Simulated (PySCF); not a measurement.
Simulated outer-valence photoelectron spectrum of `ClCC1=CC1`. The calculation used EOM-IP-CCSD/aug-cc-pVDZ in PySCF, restricted Hartree–Fock reference, 9 core orbitals frozen, non-relativistic, gas phase, PBE0-D3(BJ)/def2-SVP geometry.

Each root has a Gaussian of 0.5 eV full width with its one-hole share as area; cross sections and vibrations are left out, and the highest printed point is 100.

(ionisation energy (eV), intensity): (9.0, 1), (9.2, 8), (9.4, 32), (9.6, 54), (9.8, 37), (10.0, 11), (10.2, 8), (10.4, 31), (10.6, 55), (10.8, 51), (11.0, 53), (11.2, 65), (11.4, 66), (11.6, 59), (11.8, 35), (12.0, 31), (12.2, 51), (12.4, 44), (12.6, 16), (12.8, 2), (13.0, 0), (13.2, 0), (13.4, 0), (13.6, 0), (13.8, 0), (14.0, 0), (14.2, 1), (14.4, 11), (14.6, 50), (14.8, 100), (15.0, 85), (15.2, 30), (15.4, 5), (15.6, 3), (15.8, 17), (16.0, 45), (16.2, 48), (16.4, 21), (16.6, 4), (16.8, 0)

Q: Where are the maxima, and how many lines lie under the curve?

A: 6 maxima, at 9.6, 10.7, 11.3, 12.3, 14.9 and 16.1 eV, from 8 lines. At this width some lines have no maximum of their own.

Q: List the lines with their holes.

A: 
```csv
E (eV),leading hole (HF orbital),area,Koopmans (eV)
9.61,HOMO,0.96,9.71
10.62,HOMO-1,0.96,11.43
11.16,HOMO-2,0.95,12.03
11.57,HOMO-3,0.95,12.46
12.27,HOMO-4,0.95,13.34
14.82,HOMO-5,0.95,15.78
14.90,HOMO-6,0.95,16.09
16.12,HOMO-7,0.94,17.56
```

The widest gap, 2.55 eV, lies between 12.27 and 14.82 eV. Only orbitals with −ε under 21 eV, eight at most, were ionised, so the high end of the curve may lack lines.

Conformer computed: `[Cl:1][CH2:2][C:3]1=[CH:4][CH2:5]1`: Cl1–C2–C3–C4 0°.

One conformer stands for the species.
